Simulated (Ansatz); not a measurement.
Two isomers of C2H5NOS: A = `N=C(S)CO`, B = `SC1NCO1`.

Gas-phase electronic energies from Ansatz, PBE0-D4/def2-TZVP geometries. CCSD(T)/CBS adds triple-zeta CCSD(T) − MP2 to the extrapolated MP2 energy (def2 sets, frozen cores). DFT in def2-TZVPP. B3LYP here is the variant with VWN-RPA as its local correlation; programs differ in this. One conformer a species, not always the lowest.

A:

Z-matrix (Å, degrees):
```
C
O 1 1.407
C 1 1.514 2 114.8
H 1 1.094 2 112.7 3 -122.6
H 1 1.094 2 106.2 3 119.1
H 2 0.961 1 108.6 3 69.8
S 3 1.768 1 116.4 2 37.4
N 3 1.263 1 118.8 2 -145.3
H 7 1.345 3 95.2 1 -8.5
H 8 1.019 3 112.9 1 -176.6
```

B:

Z-matrix (Å, degrees):
```
C
N 1 1.451
S 1 1.825 2 112.7
O 1 1.417 2 91.9 3 -119.2
H 1 1.093 2 116.2 3 125.2
C 2 1.461 1 86.5 3 110.5
H 2 1.011 1 115.1 3 -6.6
H 3 1.342 1 96.5 2 162.7
H 6 1.098 2 115.5 1 -107.1
H 6 1.094 2 114.6 1 123.1
```

Q: Which is lower in electronic energy at CCSD(T)/CBS, and by how much? (An estimate is asked.)

A: Ansatz gave: A, by 95.7 kJ/mol.

Q: Give E(B) − E(A) in kJ/mol with r2SCAN-D4, ωB97M-V, CCSD(T)/def2-TZVPP, B2PLYP, B3LYP, PBE0-D4, MP2/def2-TZVPP. (Best estimate.)

A: The calculation gave: r2SCAN-D4 98.6, ωB97M-V 88.4, CCSD(T)/def2-TZVPP 94.2, B2PLYP 100.8, B3LYP 101.8, PBE0-D4 85.0, MP2/def2-TZVPP 96.0. None reverses the order clearly.

Largest T1 diagnostic: 0.013.

From PBE to PBE0 (25 % exact exchange), in def2-TZVPP and without D4, E(B) − E(A) moves by −9.0 kJ/mol. In def2-TZVPP, CCSD(T) changes the Hartree–Fock value by +4.4 kJ/mol (the triples alone add +3.4 kJ/mol) and MP2 by +6.2 kJ/mol.
